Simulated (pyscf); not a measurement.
Thermochemistry of product channels of `[SiH3][S][GeH3]` + `[H]` [doublet] on the doublet surface, in kcal/mol, from CCSD(T)/def2-TZVPP + ΔMP2(QZVPP) energies (ideal gas, 1 atm, RRHO with modes under 100 cm⁻¹ raised to 100, one conformer, R ln 2 for chiral ones without a mode under 150 cm⁻¹). Structures and frequencies: ωB97X-D3(BJ)/def2-SVP in PySCF. MP2 and CC: frozen core, UHF for open shells. ΔMP2 is the change of the MP2 total energy from the triple- to the quadruple-zeta basis.

```csv
products,ΔE,ΔH(298 K),ΔG(600 K),ΔG(1200 K)
`[SiH3]` [doublet] + `[SH][GeH3]`,-3.2,-1.6,-8.0,-12.2
`[SiH3][SH]` + `[GeH3]` [doublet],-11.4,-9.7,-15.8,-19.7
```

These are energies of the channels, which say nothing of barriers. The CCSD(T) − MP2 part came from Ansatz, without density fitting, on the same reference. The frozen core leaves the outer d or s,p core shells of the metals and heavy elements correlated in the MP2 and CC values, and def2-TZVPP describes them poorly, which can shift differences by a few kcal/mol. Elements up to Kr have no core potential and no relativistic terms here.
